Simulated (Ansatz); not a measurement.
# Lithium, bcc under PBE: testing the Methfessel-Paxton smearing

Aim: find which Methfessel-Paxton smearing width is enough for energy and pressure. The geometry was relaxed under PBE beforehand and stays fixed; 7 values are run, from 0.01 to 1.0 eV. Wanted are the values from which on the energy stays within 10 and 1 meV/atom, and the pressure within 0.5 GPa, of the narrowest run. Within the series other settings stay, but some runs also write fields, which adds to their time. Spin polarisation is left out.

Method: DFT PBE, plane waves with PAW, scalar-relativistic, in Ansatz 0.2.0.

**1. The structure to begin with**

Symmetry: Im-3m, No. 229, cubic system. The conventional cell has a = 3.431 Å, b = 3.431 Å, c = 3.431 Å, α = 90.00°, β = 90.00°, γ = 90.00°. Li (site symmetry m-3m) is surrounded by 8 Li at 2.97 Å.

Coordinates:

```xyz
1
Lattice="-1.7154 1.7154 1.7154 1.7154 -1.7154 1.7154 1.7154 1.7154 -1.7154" Properties=species:S:1:pos:R:3 pbc="T T T"
Li    0.0000    0.0000    0.0000
```

**2. Width 0.01 eV**

The run at 0.01 eV.

The input, input.yaml:

```yaml
crystal:
  lattice:
    - [-1.715415088, 1.715415088, 1.715415088]
    - [1.715415088, -1.715415088, 1.715415088]
    - [1.715415088, 1.715415088, -1.715415088]
  atoms:
    - { symbol: Li, position: [0.0, 0.0, 0.0] }
hamiltonian:
  xc: pbe
  pseudopotentials:
    kind: paw
    azcp:
      Li: "pseudopotentials/Li.paw.azcp"
basis:
  ecutwfc: 420
  fft_grid_basis: typed
kpoints:
  mp_grid: { grid: [13, 13, 13], shift: [0, 0, 0] }
magnetization:
  spin_polarized: false
scf:
  occupations: { method: methfessel_paxton, width: 0.01 }
  lower_state_search: "off"
output:
  stress: true
```

The run is started by

```console
ansatz run input.yaml --threads 1 --pin off --max-ram 3584MiB --backend cpu --events-out ev --progress --plain --runs-dir out
```

**3. Width 0.03 eV**

The run at 0.03 eV.

Changes to input.yaml since step 2:

```diff
@@ -21,3 +21,3 @@
 scf:
-  occupations: { method: methfessel_paxton, width: 0.01 }
+  occupations: { method: methfessel_paxton, width: 0.03 }
   lower_state_search: "off"
@@ -25 +25,5 @@
   stress: true
+  write_density: true
+  write_potential: true
+  elf: true
+  volumetric_format: npy
```

**4. Width 0.1 eV**

The run at 0.1 eV.

Changes to input.yaml since step 3:

```diff
@@ -21,3 +21,3 @@
 scf:
-  occupations: { method: methfessel_paxton, width: 0.03 }
+  occupations: { method: methfessel_paxton, width: 0.1 }
   lower_state_search: "off"
@@ -25,5 +25 @@
   stress: true
-  write_density: true
-  write_potential: true
-  elf: true
-  volumetric_format: npy
```

**5. Width 0.2 eV**

The run at 0.2 eV.

Changes to input.yaml since step 4:

```diff
@@ -21,3 +21,3 @@
 scf:
-  occupations: { method: methfessel_paxton, width: 0.1 }
+  occupations: { method: methfessel_paxton, width: 0.2 }
   lower_state_search: "off"
```

**6. Width 0.3 eV**

The run at 0.3 eV.

Changes to input.yaml since step 5:

```diff
@@ -21,3 +21,3 @@
 scf:
-  occupations: { method: methfessel_paxton, width: 0.2 }
+  occupations: { method: methfessel_paxton, width: 0.3 }
   lower_state_search: "off"
@@ -25 +25,5 @@
   stress: true
+  write_density: true
+  write_potential: true
+  elf: true
+  volumetric_format: npy
```

**7. Width 0.6 eV**

The run at 0.6 eV.

Changes to input.yaml since step 6:

```diff
@@ -21,3 +21,3 @@
 scf:
-  occupations: { method: methfessel_paxton, width: 0.3 }
+  occupations: { method: methfessel_paxton, width: 0.6 }
   lower_state_search: "off"
@@ -25,5 +25 @@
   stress: true
-  write_density: true
-  write_potential: true
-  elf: true
-  volumetric_format: npy
```

**8. Width 1.0 eV**

The run at 1.0 eV.

Changes to input.yaml since step 7:

```diff
@@ -21,3 +21,3 @@
 scf:
-  occupations: { method: methfessel_paxton, width: 0.6 }
+  occupations: { method: methfessel_paxton, width: 1.0 }
   lower_state_search: "off"
@@ -25 +25,5 @@
   stress: true
+  write_density: true
+  write_potential: true
+  elf: true
+  volumetric_format: npy
```

(Steps that only read results are left out.)

Before running it: what results should come out?

**Answer**, as computed:

| quantity | value |
| --- | --- |
| E(σ → 0) stays within 10 meV/atom of 0.01 eV | up to 1.0 eV |
| E(σ → 0) stays within 1 meV/atom | up to 0.3 eV |
| pressure stays within 0.5 GPa | up to 1.0 eV |
| pressure at 0.01 eV | 0.02 GPa |
| energy of a separate run on a finer mesh (21×21×21) | +1.1 meV/atom from 0.01 eV |

**Reading.** The far end, 1.0 eV, lies +0.7 meV/atom and 0.0 GPa from the yardstick. Over the range F shifts by -3.8 meV/atom, while E(σ → 0) shifts by +0.7. This scheme cancels the term in the square of the width, so F moves little up to 0.2 eV. The mesh (13×13×13) is fixed, so the narrowest widths carry a k-point error of their own. The yardstick itself is unsettled by 1.1 meV/atom against the finer mesh, so the thresholds above hold only within this series, and wider smearing, which averages over more states, can land nearer the fine-mesh value than the narrowest does. The cell taken over is 7 % smaller than the measured one (21.61 Å³/atom, COD).
